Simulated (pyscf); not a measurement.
Single points on ωB97X-D3(BJ)/def2-SVP structures (PySCF, gas phase). Correlated levels are frozen-core, on RHF or UHF. ΔMP2 is the change of the MP2 total energy from the triple- to the quadruple-zeta basis.

Task: How much does it cost (ΔH, 298 K, CCSD(T)/def2-TZVPP + ΔMP2(QZVPP)) to split H₂N–Mg–NH₂ at its Mg–N bond into NH₂• + [H₂N–Mg]•?

Result: Mg–N to NH₂• + [H₂N–Mg]•: 85.3 kcal/mol. The radicals are drawn with the spin at the cut bond; how far it spreads was not checked. Other isomers of [H₂N–Mg]• were not searched in full and may lie lower. The CCSD(T) − MP2 part came from Ansatz, without density fitting, on the same reference. The frozen core leaves the outer d or s,p core shells of the metals and heavy elements correlated in the MP2 and CC values, and def2-TZVPP describes them poorly, which can shift differences by a few kcal/mol.
